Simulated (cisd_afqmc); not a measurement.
Input (AFQMC/CISD/cc-pV(D+d)Z; cisd_afqmc is a phaseless AFQMC code with CISD trial states that reads the integrals written by Ansatz): A basis named .json is the Basis Set Exchange file of that set.

Ansatz 0.2 input:
```python
import cisd_afqmc

open("ham.yaml", "w").write("""\
crystal:
  periodic: [false, false, false]
  atoms:
    - {symbol: C, position_ang: [-0.03415619, 1.19399997, -0.12080902]}
    - {symbol: S, position_ang: [-0.02347166, -0.61225806, 0.14914978]}
    - {symbol: H, position_ang: [1.25486952, -0.89535581, -0.19243828]}
    - {symbol: H, position_ang: [-1.07686297, 1.49906130, -0.05446919]}
    - {symbol: H, position_ang: [0.53441517, 1.62178100, 0.70286010]}
    - {symbol: H, position_ang: [0.40044527, 1.43812083, -1.08501611]}
    - {symbol: H, position_ang: [-0.53238339, -1.03147827, -1.03247883]}
basis:
  gaussian:
    orbitals: cc-pV_D+d_Z.json
total_charge: 1
magnetization: {spin_polarized: false}
correlation: {method: ccsd, electrons: outside_noble_gas, hamiltonian_folder: ham}
""")
rep = cisd_afqmc.ansatz("ham.yaml")
e_ccsd = rep["correlation"]["coupled_cluster"]["energy"]["hartree"]
out = cisd_afqmc.run("ham", e_ccsd, trial="CISD", walkers=100, populations=8, threads=8, dt=0.005, steps=40, early=24, settle=10, least=32,
    cut=5e-5, rank_cut=2e-4, target=0.0004, seconds=1500, seed=1, memory=17280, gpu=False)
```

Output:

```
orbitals 56, occupied [7], factors 329 of 575, rank of the doubles 149 of 343
E(HF) = -438.037413
E(CCSD) on the cut factors = -438.363528, shift to the whole factors -0.000019
Energy of the trial state on the determinant = -438.363473
  tau behind 7.2 of longer steps, mean of the populations' last blocks
   2.0  -438.37267
   4.0  -438.37320
   6.0  -438.37322
   8.0  -438.37361
  10.0  -438.37341
blocks 419 (0 outliers left out), error by blocks joined: 1: 0.00017, 2: 0.00021, 4: 0.00026, 8: 0.00031, 16: 0.00040
E(AFQMC/CISD) = -438.37340 +/- 0.00040
```

The error still grows at the longest joins of blocks, or few joins were possible, so the printed bar may be too narrow.
